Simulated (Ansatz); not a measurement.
**Europium, bcc under r²SCAN: testing the k-point mesh**

How fine must the k-point mesh be for energy and pressure and moments to settle? The geometry was relaxed under r²SCAN beforehand and stays fixed; 8 values are run, from 2×2×2 to 14×14×14. Wanted are the values from which on the energy stays within 10 and 1 meV/atom, and the pressure within 0.5 GPa, of the last run. Within the series other settings stay, but some runs also write fields, which adds to their time. The moments start as that relaxation left them.

Program: Ansatz 0.2.0. Level of theory: DFT r²SCAN, plane waves with PAW, scalar-relativistic. These are calculated values, not measurements.

1 further run of the same task is left out (set aside as unsound or not needed).

### 1 The system as given

It takes space group Im-3m (No. 229, cubic). Conventional cell: a = 4.455 Å, b = 4.455 Å, c = 4.455 Å, α = 90.00°, β = 90.00°, γ = 90.00°. Around Eu (site symmetry m-3m) lie 8 Eu at 3.86 Å.

As a file:

```xyz
1
Lattice="-2.2275 2.2275 2.2275 2.2275 -2.2275 2.2275 2.2275 2.2275 -2.2275" Properties=species:S:1:pos:R:3 pbc="T T T"
Eu    0.0000    0.0000    0.0000
```

Starting moments (μB): +7.31.

### 2 Run at 2×2×2

The run at 2×2×2.

input.yaml reads:

```yaml
crystal:
  lattice:
    - [-2.2274745855, 2.2274745855, 2.2274745855]
    - [2.2274745855, -2.2274745855, 2.2274745855]
    - [2.2274745855, 2.2274745855, -2.2274745855]
  atoms:
    - { symbol: Eu, position: [0.0, 0.0, 0.0], spin: 7.31 }
hamiltonian:
  xc: r2scan
  pseudopotentials:
    kind: paw
    azcp:
      Eu: "pseudopotentials/Eu.paw.azcp"
basis:
  ecutwfc: 500
  fft_grid_basis: typed
kpoints:
  mp_grid: { grid: [2, 2, 2], shift: [0, 0, 0] }
magnetization:
  spin_polarized: true
scf:
  occupations: { method: fermi_dirac, width: 0.05 }
  lower_state_search: "off"
output:
  stress: true
```

Launch:

```sh
$ ansatz run input.yaml --threads 2 --pin off --max-ram 5120MiB --backend cpu --events-out ev --progress --plain --runs-dir out
```

### 3 Run at 3×3×3

The run at 3×3×3.

Changes to input.yaml since step 2:

```diff
@@ -17,3 +17,3 @@
 kpoints:
-  mp_grid: { grid: [2, 2, 2], shift: [0, 0, 0] }
+  mp_grid: { grid: [3, 3, 3], shift: [0, 0, 0] }
 magnetization:
```

### 4 Run at 4×4×4

The run at 4×4×4.

Changes to input.yaml since step 3:

```diff
@@ -17,3 +17,3 @@
 kpoints:
-  mp_grid: { grid: [3, 3, 3], shift: [0, 0, 0] }
+  mp_grid: { grid: [4, 4, 4], shift: [0, 0, 0] }
 magnetization:
```

### 5 Run at 5×5×5

The run at 5×5×5.

Changes to input.yaml since step 4:

```diff
@@ -17,3 +17,3 @@
 kpoints:
-  mp_grid: { grid: [4, 4, 4], shift: [0, 0, 0] }
+  mp_grid: { grid: [5, 5, 5], shift: [0, 0, 0] }
 magnetization:
@@ -25 +25,5 @@
   stress: true
+  write_density: true
+  write_potential: true
+  elf: true
+  volumetric_format: npy
```

### 6 Run at 6×6×6

The run at 6×6×6.

Changes to input.yaml since step 5:

```diff
@@ -17,3 +17,3 @@
 kpoints:
-  mp_grid: { grid: [5, 5, 5], shift: [0, 0, 0] }
+  mp_grid: { grid: [6, 6, 6], shift: [0, 0, 0] }
 magnetization:
@@ -25,5 +25 @@
   stress: true
-  write_density: true
-  write_potential: true
-  elf: true
-  volumetric_format: npy
```

### 7 Run at 8×8×8

The run at 8×8×8.

Changes to input.yaml since step 6:

```diff
@@ -17,3 +17,3 @@
 kpoints:
-  mp_grid: { grid: [6, 6, 6], shift: [0, 0, 0] }
+  mp_grid: { grid: [8, 8, 8], shift: [0, 0, 0] }
 magnetization:
```

### 8 Run at 11×11×11

The run at 11×11×11.

Changes to input.yaml since step 7:

```diff
@@ -17,3 +17,3 @@
 kpoints:
-  mp_grid: { grid: [8, 8, 8], shift: [0, 0, 0] }
+  mp_grid: { grid: [11, 11, 11], shift: [0, 0, 0] }
 magnetization:
```

### 9 Run at 14×14×14

The run at 14×14×14.

Changes to input.yaml since step 8:

```diff
@@ -17,3 +17,3 @@
 kpoints:
-  mp_grid: { grid: [11, 11, 11], shift: [0, 0, 0] }
+  mp_grid: { grid: [14, 14, 14], shift: [0, 0, 0] }
 magnetization:
```

(Steps that only read results are left out.)

Q: Predict the outcome of this session. Wanted: pressure at 14×14×14.

**Answer**, as computed:

| quantity | value |
| --- | --- |
| E(σ → 0) stays within 10 meV/atom of 14×14×14 | from 3×3×3 on |
| E(σ → 0) stays within 1 meV/atom | from 8×8×8 on |
| pressure stays within 0.5 GPa | from 5×5×5 on |
| pressure at 14×14×14 | -0.03 GPa |
| CPU time, dearest over cheapest | 6.8 |

The far end, 2×2×2, lies -434.0 meV/atom and -7.4 GPa from the yardstick. Convergence in k is not monotonic; the energy swings about its limit. From 8×8×8 on, the energy holds to 1 meV/atom. A Fermi surface needs many points. The largest moment goes from 7.28 μB at 14×14×14 to 6.94 μB at 2×2×2. The last mesh is only the yardstick of this series and isn't shown to be converged. The cell taken over is 6 % smaller than the measured one (47.13 Å³/atom, COD). With an open f shell the SCF can settle in more than one state, and the one found may not be the lowest.
